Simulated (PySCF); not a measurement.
# EPR parameters of C4H6F

Compound: C4H6F (doublet state).
Z-matrix (Å and degrees, GFN2-xTB geometry), rows numbered from 1:
```
C 
C   1  1.3691
C   2  1.3770  1  124.17
C   3  1.4847  2  124.36  1  -179.89
F   4  1.3716  3  112.75  2     0.01
H   1  1.0738  2  121.42  3   179.95
H   1  1.0760  2  121.10  3     0.00
H   2  1.0824  1  118.51  3  -179.94
H   3  1.0794  2  120.65  1     0.12
H   4  1.1005  3  111.26  2  -119.56
H   4  1.1007  3  111.21  2   119.67
```

The hyperfine couplings belong to this conformer and change with its torsions.

Identity: `[CH2]/C=C/CF` [radical].

Computed, not measured: PySCF, UKS B3LYP, pcH-1 on C F H, non-relativistic, mean-field spin-orbit, GIAO. One conformer (not necessarily the lowest) at the GFN2-xTB geometry, without solvent, vibrations or thermal averaging. The geometry wasn't refined by DFT: couplings that depend on bond lengths, twists or pyramidal angles can differ widely from those at the functional's own minimum. No stability test was run, so a lower SCF solution isn't excluded. ⟨S²⟩ is 0.776 where a pure state has 0.75.

* g1, g2, g3: 2.00215, 2.00278, 2.00286
* g_iso: 2.00260
* Form of g: close to axial: the two nearest values differ by 12 % of g3 − g1
* ⟨S²⟩: 0.7759 (exact 0.7500)
* HOMO–LUMO gap, α and β orbitals: 6.24, 5.80 eV

Hyperfine couplings atom by atom, in MHz; T1 to T3 are the principal values of the dipolar part; ρ(0) is the spin density at the nucleus:

```tsv
atom	isotope	a_iso	T1	T2	T3	Mulliken spin population	ρ(0) (bohr⁻³)
C1	13C	54.7	-51.7	-50.0	101.7	0.68	0.0487
C2	13C	-48.1	-28.7	11.4	17.3	-0.26	-0.0428
C3	13C	57.2	-52.9	-51.4	104.3	0.65	0.0508
C4	13C	-26.3	-1.6	0.5	1.1	-0.05	-0.0234
F5	19F	-4.5	-4.0	-3.1	7.1	0.00	-0.0011
H6	1H	-42.1	-25.2	-0.4	25.6	-0.03	-0.0094
H7	1H	-39.8	-21.6	-1.7	23.3	-0.03	-0.0089
H8	1H	12.1	-5.1	-1.3	6.5	0.01	0.0027
H9	1H	-39.6	-21.6	-2.2	23.8	-0.03	-0.0089
H10	1H	77.3	-3.6	-2.4	6.0	0.03	0.0173
H11	1H	77.2	-3.6	-2.4	6.0	0.03	0.0173
```

The Mulliken spin populations are largest on C1 (+0.68), C3 (+0.65) and C2 (-0.26). The angles at C1 add up to 360.0°, so it is planar; its axial dipolar tensor and the negative couplings of its protons fit spin in a p orbital normal to that plane.

Axes: g2 points within 1° of the C1–C2 bond.

Under fast tumbling the dipolar parts average out, and these isotropic splittings remain: 2 × 1H (H10/H11, I = 1/2, 3 lines) with 2.76 mT, 1 × 1H (H6, I = 1/2, 2 lines) with 1.50 mT, 1 × 1H (H7, I = 1/2, 2 lines) with 1.42 mT, 1 × 1H (H9, I = 1/2, 2 lines) with 1.41 mT, 1 × 1H (H8, I = 1/2, 2 lines) with 0.43 mT and 1 × 19F (F5, I = 1/2, 2 lines) with 0.16 mT.

Class means assume fast exchange of nuclei equivalent by connectivity; if that motion is slow, each nucleus keeps its own coupling. H6 and H7 aren't averaged: C1 is flat or nearly so (angle sum 360°), and its turn about the short C1–C2 bond (1.37 Å) is taken as slow.

The 13C coupling of C3 (57.2 MHz) shows only in satellite lines or after enrichment, since that isotope makes up about 1.07 % of natural carbon.
